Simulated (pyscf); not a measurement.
Optimised with ωB97X-D3(BJ)/def2-SVP in PySCF.

**Question.** PBE/def2-TZVP puts the barrier of GeH₂ [singlet] + H₂O -> HO–GeH: [singlet] + H₂ (four-centre exchange; singlet surface; Ge–H, H–O broken, Ge–O, H–H formed) at 3.2 kJ/mol and the reaction energy at -80.3 kJ/mol, from the separated reactants. What do r²SCAN/def2-TZVP, PBE0-D3(BJ)/def2-TZVP, ωB97M-D3(BJ)/def2-TZVP give on the same structures?

**Answer.** r²SCAN: ΔE‡ = 6.6 kJ/mol, ΔE = -83.4 kJ/mol; PBE0-D3(BJ): ΔE‡ = 19.2 kJ/mol, ΔE = -69.9 kJ/mol; ωB97M-D3(BJ): ΔE‡ = 35.0 kJ/mol, ΔE = -71.4 kJ/mol. PBE's barrier lies under all of them, by 3.4 to 31.8 kJ/mol. Its reaction energy lies among theirs. On the reactant side the descent ends in an adduct with a Ge–O contact, 69.4 kJ/mol under the separated species and 99.8 kJ/mol under the saddle at ωB97X-D3(BJ)/def2-TZVP. What is counted as formed (Ge–O) is already present as a longer contact in the reactant adduct; forming that adduct is a step of its own. At the saddle there is also a short Ge–H contact that neither side keeps. This is the saddle that the search found; another between the same sides may lie lower. Elements up to Kr have no core potential and no relativistic terms here.
